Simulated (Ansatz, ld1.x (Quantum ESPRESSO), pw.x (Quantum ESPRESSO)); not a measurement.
## phosphorus (P) (bcc): variants of one TM potential in the solid

ld1.x (Quantum ESPRESSO) 7.5 input, shortened:

```
&input
   title='P', zed=15., rel=1, dft='PBESOL', iswitch=3,
   config='[Ne] 3s2 3p3 3d-2'
 /
 &inputp
   pseudotype=2, tm=.true., lloc=2,
   nlcc=.true., new_core_ps=.true., rcore=0.70
 /
3
3S  1  0   2.00   0.00  1.30  1.30  0.0
3P  2  1   3.00   0.00  1.65  1.65  0.0
3D  3  2  -2.00  -0.10  1.50  1.50  0.0
 &test
   configts(1)='3s2 3p3'
 /
```

Crystal test: bcc P in pw.x 7.5, no spin, 15³ k-points, Fermi–Dirac smearing 0.01 Ry, cutoffs set for each file from its atomic test. The reference is all-electron LAPW (Ansatz 0.2.0) with the same functional, mesh and smearing; V0 and B0 come from Birch–Murnaghan fits to the pressures at five volumes. Errors are pseudo minus all-electron; Δ is the rms difference of the E(V) curves that follow from these fits, minima aligned, over ±6 % about the mean V0. Mesh and smearing are coarse, so the numbers serve the comparison and aren't converged zero-temperature values; the lattice is a test structure that the element need not adopt.

All-electron: a0 = 3.012 Å (V0 = 13.66 Å³/atom), B0 = 108.0 GPa.

2 further variants are left out: they gave no file fit for a test, a broken result, the same result as the base, or pressures whose basis-set error rivals the error shown.

| change | cutoffs (Ry) | pw.x | a0 (Å) | a0 error (%) | B0 error (%) | Δ (meV/atom) | mean pressure error (GPa) |
| --- | --- | --- | --- | --- | --- | --- | --- |
| base | 100/400 | converged | 3.004 | -0.28 | +1.0 | 2.7 | -0.88 |
| core correction Bessel-smoothed model core inside 0.84 bohr | 100/400 | converged | 3.003 | -0.29 | +1.3 | 2.8 | -0.93 |
| wave 3d channel at -0.1 Ry: rc 1.50 bohr becomes 3d channel at 2.13 Ry: rc 1.50 bohr | 100/400 | converged | 3.006 | -0.19 | +1.1 | 1.8 | -0.60 |
| wave 3d channel at -0.1 Ry: rc 1.50 bohr becomes 3d channel at -0.1 Ry: rc 1.34 bohr | 100/400 | converged | 2.999 | -0.42 | +2.6 | 4.1 | -1.36 |
